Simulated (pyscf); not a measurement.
H₂N–Si(Cl)(Cl)–Cl + NH₂• → •HN–Si(Cl)(Cl)–Cl + NH₃ (hydrogen abstraction; doublet surface; H–N broken, H–N formed). Optimised with ωB97X-D3(BJ)/def2-SVP in PySCF. Rate constants from transition-state theory, ωB97M-D3(BJ)/def2-TZVP energies (ideal gas, 1 atm, RRHO with modes under 100 cm⁻¹ raised to 100, one conformer, R ln 2 for rigid chiral ones; no tunnelling), k in cm³ molecule⁻¹ s⁻¹.

```
T (K)  1000/T  log10 k
-----  ------  -------
298     3.354   -21.62
600     1.667   -17.57
900     1.111        ?
1200    0.833   -15.19
```

Task: Fit an Arrhenius line to the three values, give the activation energy, and predict k at 900 K.

Result: Least squares gives log10 k = -13.19 − 2.53 × 1000/T, so Ea = 2.53 × ln 10 × 1.987 = 11.6 kcal/mol, against an electronic barrier of 10.1. At 900 K the line gives -16.00; the computed value is -16.06 (ΔG‡ = 42.9 kcal/mol), close to the line. On the reactant side the descent ends in a complex, 6.4 kcal/mol under the separated species and 16.5 kcal/mol under the saddle at ωB97X-D3(BJ)/def2-TZVP. This is the saddle that the search found; another between the same sides may lie lower. The angle at the transferred H is 149°.
